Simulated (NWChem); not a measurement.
System: AlF₃; SMILES [F][Al]([F])[F]

NWChem printed, in part:

```
             Northwest Computational Chemistry Package (NWChem) 7.3.0
             --------------------------------------------------------

                             Geometry "geometry" -> ""
                             -------------------------

 Output coordinates in angstroms (scale by  1.889725989 to convert to a.u.)

  No.       Tag          Charge          X              Y              Z
 ---- ---------------- ---------- -------------- -------------- --------------
    1 Al                  13.0000     0.00000000     0.00000000     0.00000000
    2 F                    9.0000    -0.46811200    -1.59059800     0.00000000
    3 F                    9.0000    -1.14344200     1.20069600     0.00000000
    4 F                    9.0000     1.61155400     0.38990200     0.00000000

 Effective nuclear repulsion energy (a.u.)     156.8002765722

  pbe96 is a nonlocal functional; adding pw91lda local functional.

                                 NWChem DFT Module
                                 -----------------

 Summary of "ao basis" -> "ao basis" (spherical)
 ------------------------------------------------------------------------------
       Tag                 Description            Shells   Functions and Types
 ---------------- ------------------------------  ------  ---------------------
 Al                          6-31g*                  8       18   4s3p1d
 F                           6-31g*                  6       14   3s2p1d

            General Information
            -------------------
          SCF calculation type: DFT
          Wavefunction type:  closed shell.
          No. of atoms     :     4
          No. of electrons :    40
           Alpha electrons :    20
            Beta electrons :    20
          Charge           :     0
          Spin multiplicity:     1
          Use of symmetry is: off; symmetry adaption is: off
          Maximum number of iterations: 150
          AO basis - number of functions:    60
                     number of shells:    26
          Convergence on energy requested:  1.00D-06
          Convergence on density requested:  1.00D-05
          Convergence on gradient requested:  5.00D-04

              XC Information
              --------------
          PerdewBurkeErnzerhof Exchange Functional  1.000
            Perdew 1991 LDA Correlation Functional  1.000 local
           PerdewBurkeErnz. Correlation Functional  1.000 non-local

             Grid Information
             ----------------
          Grid used for XC integration:  medium
          Radial quadrature: Mura-Knowles
          Angular quadrature: Lebedev.
          Tag              B.-S. Rad. Rad. Pts. Rad. Cut. Ang. Pts.
          ---              ---------- --------- --------- ---------
          Al                  1.25       88           7.0       590
          F                   0.50       49           7.0       434
          Grid pruning is: on
          Number of quadrature shells:   235
          Spatial weights used:  Erf1

      Superposition of Atomic Density Guess
      -------------------------------------

 Sum of atomic energies:        -539.97564677

      Non-variational initial energy
      ------------------------------

 Total energy =    -540.036451
 1-e energy   =   -1066.103560
 2-e energy   =     369.266832
 HOMO         =      -0.655816
 LUMO         =      -0.087622

   convergence    iter        energy       DeltaE   RMS-Dens  Diis-err
 ---------------- ----- ----------------- --------- --------- ---------
 d= 0,ls=0.0,diis     1   -541.5835880537 -6.98D+02  3.06D-02  1.24D+00
 d= 0,ls=0.0,diis     2   -541.2540162248  3.30D-01  1.75D-02  5.46D+00
 d= 0,ls=0.0,diis     3   -541.7174349590 -4.63D-01  7.17D-04  5.55D-03
 d= 0,ls=0.0,diis     4   -541.7178503816 -4.15D-04  2.40D-04  6.62D-04
 d= 0,ls=0.0,diis     5   -541.7179120354 -6.17D-05  2.38D-05  5.29D-06
 d= 0,ls=0.0,diis     6   -541.7179125258 -4.90D-07  1.33D-06  2.80D-08

         Total DFT energy =     -541.717912525783
      One electron energy =    -1068.688331539788
           Coulomb energy =      419.975853674965
    Exchange-Corr. energy =      -49.805711233128
 Nuclear repulsion energy =      156.800276572167

 Numeric. integr. density =       40.000002654201

                       DFT Final Molecular Orbital Analysis
                       ------------------------------------

 Vector   18  Occ=2.000000D+00  E=-3.446804D-01
              MO Center= -6.5D-01,  4.7D-01,  1.0D-10, r^2= 2.4D+00
   Bfn.  Coefficient  Atom+Function         Bfn.  Coefficient  Atom+Function
  ----- ------------  ---------------      ----- ------------  ---------------
    37      0.529522  3 F  pz                41      0.380800  3 F  pz
    23     -0.305730  2 F  pz                51     -0.223852  4 F  pz
    27     -0.219862  2 F  pz                55     -0.160980  4 F  pz
    15      0.063341  1 Al d -1              17      0.050383  1 Al d  1

 Vector   19  Occ=2.000000D+00  E=-3.446783D-01
              MO Center=  6.5D-01, -4.7D-01, -3.9D-09, r^2= 2.4D+00
   Bfn.  Coefficient  Atom+Function         Bfn.  Coefficient  Atom+Function
  ----- ------------  ---------------      ----- ------------  ---------------
    51      0.482238  4 F  pz                23     -0.434955  2 F  pz
    55      0.346796  4 F  pz                27     -0.312794  2 F  pz
    17     -0.063342  1 Al d  1              15      0.050383  1 Al d -1
    37     -0.047268  3 F  pz                41     -0.033992  3 F  pz

 Vector   20  Occ=2.000000D+00  E=-3.287430D-01
              MO Center=  1.0D-04, -8.2D-05,  4.0D-10, r^2= 3.1D+00
   Bfn.  Coefficient  Atom+Function         Bfn.  Coefficient  Atom+Function
  ----- ------------  ---------------      ----- ------------  ---------------
    50      0.375021  4 F  py                21      0.370139  2 F  px
    35     -0.279376  3 F  px                54      0.272966  4 F  py
    25      0.269412  2 F  px                36     -0.266054  3 F  py
    39     -0.203350  3 F  px                40     -0.193653  3 F  py
    22     -0.108924  2 F  py                49     -0.090727  4 F  px

 Vector   21  Occ=0.000000D+00  E=-8.255638D-02
              MO Center=  2.7D-07, -5.0D-06,  2.6D-07, r^2= 3.6D+00
   Bfn.  Coefficient  Atom+Function         Bfn.  Coefficient  Atom+Function
  ----- ------------  ---------------      ----- ------------  ---------------
    10      0.932981  1 Al s                  6      0.285363  1 Al s
    24     -0.240390  2 F  s                 38     -0.240387  3 F  s
    52     -0.240388  4 F  s                  2     -0.219097  1 Al s
    49      0.168832  4 F  px                22     -0.166636  2 F  py
    16      0.138055  1 Al d  0              36      0.125789  3 F  py

 Vector   22  Occ=0.000000D+00  E=-2.873564D-02
              MO Center=  3.7D-07,  1.8D-07, -2.2D-07, r^2= 3.9D+00
   Bfn.  Coefficient  Atom+Function         Bfn.  Coefficient  Atom+Function
  ----- ------------  ---------------      ----- ------------  ---------------
    13      0.595581  1 Al pz                 9      0.542267  1 Al pz
    23     -0.197598  2 F  pz                37     -0.197598  3 F  pz
    51     -0.197599  4 F  pz                 5     -0.178487  1 Al pz
    27     -0.173360  2 F  pz                41     -0.173359  3 F  pz
    55     -0.173361  4 F  pz

 Vector   23  Occ=0.000000D+00  E= 5.711712D-02
              MO Center=  8.9D-02, -1.9D-01,  2.0D-09, r^2= 6.6D+00
   Bfn.  Coefficient  Atom+Function         Bfn.  Coefficient  Atom+Function
  ----- ------------  ---------------      ----- ------------  ---------------
    11      0.885724  1 Al px                12     -0.672180  1 Al py
    38      0.355981  3 F  s                 52     -0.227945  4 F  s
    21     -0.173482  2 F  px                50      0.147199  4 F  py
    25     -0.143352  2 F  px                24     -0.128036  2 F  s
    54      0.119795  4 F  py                34      0.104277  3 F  s

     Multipole analysis of the density
     ---------------------------------

     L   x y z        total         alpha         beta         nuclear
     -   - - -        -----         -----         ----         -------
     0   0 0 0     -0.000000    -20.000000    -20.000000     40.000000

     1   1 0 0      0.000011      0.000006      0.000006      0.000000
     1   0 1 0     -0.000005     -0.000003     -0.000003      0.000000
     1   0 0 1     -0.000000     -0.000000     -0.000000      0.000000

     2   2 0 0    -21.964321    -77.249067    -77.249067    132.533812
     2   1 1 0      0.000029      0.000016      0.000016     -0.000003
     2   1 0 1      0.000000      0.000000      0.000000      0.000000
     2   0 2 0    -21.964333    -77.249100    -77.249100    132.533867
     2   0 1 1      0.000000      0.000000      0.000000      0.000000
     2   0 0 2    -15.737795     -7.868898     -7.868898      0.000000

                                NWChem TDDFT Module
                                -------------------

            General Information
            -------------------
           No. of orbitals :     120
            Alpha orbitals :      60
             Beta orbitals :      60
        Alpha frozen cores :       0
         Beta frozen cores :       0
     Alpha frozen virtuals :       0
      Beta frozen virtuals :       0
         Spin multiplicity :       1
    Number of AO functions :      60
        Use of symmetry is : off
      Symmetry adaption is : off
         Schwarz screening :  0.10D-07

              XC Information
              --------------
   PerdewBurkeErnzerhof Exchange Functional   1.00
     Perdew 1991 LDA Correlation Functional   1.00 local
    PerdewBurkeErnz. Correlation Functional   1.00 non-local

             TDDFT Information
             -----------------
          Calculation type : Tamm-Dancoff TDDFT
         Wavefunction type : Restricted singlets
          No. of electrons :      40
           Alpha electrons :      20
            Beta electrons :      20
              No. of roots :       6
          Max subspacesize :    5200
            Max iterations :     100
               Target root :       1
           Target symmetry : none
      Symmetry restriction : off
                 Algorithm : Optimal
        Davidson threshold :  0.10D-03

    6 smallest eigenvalue differences (eV)
--------------------------------------------------------
  No. Spin  Occ  Vir  Irrep   E(Occ)    E(Vir)   E(Diff)
--------------------------------------------------------
    1    1   20   21 a        -0.329    -0.083     6.699
    2    1   19   21 a        -0.345    -0.083     7.133
    3    1   18   21 a        -0.345    -0.083     7.133
    4    1   17   21 a        -0.353    -0.083     7.362
    5    1   16   21 a        -0.353    -0.083     7.362
    6    1   15   21 a        -0.368    -0.083     7.761
--------------------------------------------------------

  Entering Davidson iterations
  Restricted singlet excited states

  Iter   NTrls   NConv    DeltaV     DeltaE      Time
  ----  ------  ------  ---------  ---------  ---------
    1      6       0     0.75E-01   0.10+100        1.0
    2     12       0     0.23E-01   0.59E-02        0.9
    3     18       3     0.14E-02   0.41E-03        0.9
    4     21       4     0.13E-03   0.15E-05        0.7
    5     23       6     0.45E-04   0.11E-07        0.6
  ----  ------  ------  ---------  ---------  ---------
  Convergence criterion met

  Ground state a        -541.717912525783 a.u.

  ----------------------------------------------------------------------------
  Root   1 singlet a              0.249907786 a.u.                6.8003 eV
  ----------------------------------------------------------------------------
     Transition Moments    X -0.00002   Y -0.00002   Z  0.00000
     Dipole Oscillator Strength                    0.0000000002
     Electric Quadrupole                           0.0000000000
     Magnetic Dipole                               0.0000006696
     Total Oscillator Strength                     0.0000006698

     Occ.   20  a   ---  Virt.   21  a        0.99975
  ----------------------------------------------------------------------------
  Root   2 singlet a              0.265234113 a.u.                7.2174 eV
  ----------------------------------------------------------------------------
     Transition Moments    X  0.00000   Y  0.00000   Z -0.00001
     Dipole Oscillator Strength                    0.0000000000
     Electric Quadrupole                           0.0000000588
     Magnetic Dipole                               0.0000007004
     Total Oscillator Strength                     0.0000007592

     Occ.   19  a   ---  Virt.   21  a        0.99971
  ----------------------------------------------------------------------------
  Root   3 singlet a              0.265236184 a.u.                7.2174 eV
  ----------------------------------------------------------------------------
     Transition Moments    X -0.00000   Y -0.00000   Z  0.00004
     Dipole Oscillator Strength                    0.0000000003
     Electric Quadrupole                           0.0000000588
     Magnetic Dipole                               0.0000007004
     Total Oscillator Strength                     0.0000007595

     Occ.   18  a   ---  Virt.   21  a        0.99971
  ----------------------------------------------------------------------------
  Root   4 singlet a              0.277324751 a.u.                7.5464 eV
  ----------------------------------------------------------------------------
     Transition Moments    X -0.34571   Y  0.43204   Z -0.00000
     Dipole Oscillator Strength                    0.0566073009
     Electric Quadrupole                           0.0000000276
     Magnetic Dipole                               0.0000000000
     Total Oscillator Strength                     0.0566073285

     Occ.   13  a   ---  Virt.   21  a       -0.11420
     Occ.   17  a   ---  Virt.   21  a       -0.98420
     Occ.   18  a   ---  Virt.   22  a       -0.11638
     Occ.   20  a   ---  Virt.   24  a        0.05118
  ----------------------------------------------------------------------------
  Root   5 singlet a              0.277326384 a.u.                7.5464 eV
  ----------------------------------------------------------------------------
     Transition Moments    X  0.43204   Y  0.34572   Z  0.00000
     Dipole Oscillator Strength                    0.0566081237
     Electric Quadrupole                           0.0000000276
     Magnetic Dipole                               0.0000000000
     Total Oscillator Strength                     0.0566081513

     Occ.   14  a   ---  Virt.   21  a        0.11421
     Occ.   16  a   ---  Virt.   21  a       -0.98419
     Occ.   19  a   ---  Virt.   22  a       -0.11639
     Occ.   20  a   ---  Virt.   23  a        0.05119
  ----------------------------------------------------------------------------
  Root   6 singlet a              0.295188303 a.u.                8.0325 eV
  ----------------------------------------------------------------------------
     Transition Moments    X  0.00000   Y -0.00000   Z -0.90126
     Dipole Oscillator Strength                    0.1598494159
     Electric Quadrupole                           0.0000000000
     Magnetic Dipole                               0.0000000000
     Total Oscillator Strength                     0.1598494159

     Occ.   12  a   ---  Virt.   22  a       -0.06475
     Occ.   15  a   ---  Virt.   21  a        0.99505

              Target root =      1
          Target symmetry = none
      Ground state energy =   -541.717912525783
        Excitation energy =      0.249907785641
     Excited state energy =   -541.468004740142

  stored tddft:energy   -541.46800474014196
```

Level: PBE/6-31G* (spherical d), TDA. All runs use the structure optimised with PBE-D3(BJ)/def2-SVP.

**Question.** Write an input that gives this output.

**Answer.** This is not unique; one that fits is the input that was run:
```
start job
memory heap 200 mb stack 900 mb global 1100 mb
geometry units angstroms noautosym nocenter noautoz
  Al     0.000000     0.000000     0.000000
  F     -0.468112    -1.590598     0.000000
  F     -1.143442     1.200696     0.000000
  F      1.611554     0.389902     0.000000
end
basis spherical
  * library 6-31g*
end
dft
  xc xpbe96 cpbe96
  iterations 150
end
tddft
  cis
  nroots 6
  notriplet
end
task tddft energy
```
